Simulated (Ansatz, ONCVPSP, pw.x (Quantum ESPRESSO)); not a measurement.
## Pm (sc): variants of one ONCV potential in the solid

```json
{"Element": "promethium (Pm)", "Generator": "ONCVPSP 4.0.1.1 (patched build)", "Type": "optimised norm-conserving Vanderbilt (ONCV)", "Functional": "LDA (Perdew-Wang 92)", "Relativity": "scalar-relativistic", "Frozen core": "[Kr] 4d10", "Valence charge": "15", "Reference configuration": "4f5 5s2 5p6 6s1.5 (charge +0.5)", "Partial waves": "5s+6s: rc 2.60 bohr, ncon 3, nbas 7, qcut 4.4 1/bohr, 2 projectors; 5p: rc 2.50 bohr, ncon 4, nbas 7, qcut 4.6 1/bohr, 2 projectors, debl 2.8 Ha; d scattering state at 0.02 Ha: rc 2.15 bohr, ncon 4, nbas 9, qcut 4.7 1/bohr, 2 projectors, debl 0.5 Ha; 4f: rc 1.50 bohr, ncon 3, nbas 8, qcut 12.2 1/bohr, 2 projectors, debl 3.6 Ha", "Local potential": "polynomial inside 1.45 bohr (lpopt 2, dvloc0 0 Ha)", "Core correction": "none"}
```

In the d channel the program set the typed energies aside and used 0.050, 0.550 Ha.

Crystal test: sc Pm in pw.x 7.5, no spin, 13³ k-points, Fermi–Dirac smearing 0.01 Ry, cutoffs set for each file from its atomic test. The reference is all-electron LAPW (Ansatz 0.2.0) with the same functional, mesh and smearing; V0 and B0 come from Birch–Murnaghan fits to the pressures at five volumes. Errors are pseudo minus all-electron; Δ is the rms difference of the E(V) curves that follow from these fits, minima aligned, over ±6 % about the mean V0. Mesh and smearing are coarse, so the numbers serve the comparison and aren't converged zero-temperature values; the lattice is a test structure that the element need not adopt. Spin polarisation and strong correlation are left out, which matters for this element.

All-electron: a0 = 2.518 Å (V0 = 15.97 Å³/atom), B0 = 171.4 GPa.

Base: The largest radius (2.60 bohr) exceeds half the bond length (2.38 bohr), so the spheres overlap, which is one possible source of error among others. This is a poor potential for the solid. Atomic configuration tests: tests left out (the all-electron energies of this program are off by 10 to 40 meV for near-neutral 4f atoms).

```tsv
change	cutoffs (Ry)	pw.x	a0 (Å)	a0 error (%)	B0 error (%)	Δ (meV/atom)	mean pressure error (GPa)
base	150/600	converged; energies reset by the program	2.527	+0.33	-16.1	5.7	+1.50
local potential polynomial inside 1.05 bohr (lpopt 4, dvloc0 4 Ha)	150/600	converged; energies reset by the program	2.525	+0.27	-15.6	4.8	+1.22
d: qcut 4.9	150/600	converged; energies reset by the program	2.527	+0.33	-16.3	5.7	+1.50
f: nproj 3	150/600	converged; energies reset by the program	2.526	+0.32	-16.2	5.4	+1.42
```

Problem. Give the row for: reference 4f5 5s2 5p6 6s2.

Solution. pw.x: converged; energies reset by the program; mean pressure error (GPa): +2.04; a0 (Å): 2.530; a0 error (%): +0.46; B0 error (%): -17.8; Δ (meV/atom): 7.6.
